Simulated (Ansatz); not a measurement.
Results of RPBE (PAW; Ansatz, a quantum-chemistry and plane-wave program) for CsCl-type TlCl.

Settings: plane-wave cutoff 520 eV, 10×10×10 k mesh, Fermi–Dirac smearing 0.01 eV, scalar-relativistic PAW data made under PBE.

Pressure at four volumes; x = ln(V/33.078 Å³). One pressure is withheld.

```tsv
V (Å³/atom)	x	P (GPa)
31.093	-0.0619	?
31.755	-0.0408	0.661
33.078	0.0000	0.001
35.063	0.0583	-0.732
```

**Question.** Pass a parabola P(x) through the three rows shown, estimate the bulk modulus and its pressure derivative near zero pressure, and predict the withheld pressure.

**Answer.** Slopes between the rows: (0.001 − (0.661))/(0.0000 − (-0.0408)) = -16.18 and (-0.732 − (0.001))/(0.0583 − (0.0000)) = -12.57 GPa. Their difference over the span 0.0991 is c = 3.61/0.0991 = 36.4 GPa, so P(x) = 0.661 + (-16.18)(x − (-0.0408)) + 36.4 (x − (-0.0408))(x − (0.0000)). At the middle row B = −dP/dx = −[-16.18 + 36.4 × 0.0408] = 14.7 GPa, and B′ = dB/dP = 2c/B = 5.0. At x = -0.0619 the parabola gives 1.050 GPa; the run gives 1.057 GPa. The Birch–Murnaghan fit to the energies at all volumes has B0 = 14.6 GPa and B′ = 5.1.

Note: the cell is over a tenth larger than the published one: the level's own overestimate first of all, though another phase or state, or a fault of the published cell, is possible.

Spin–orbit coupling is not included; it can shift volumes and moduli of such heavy elements.
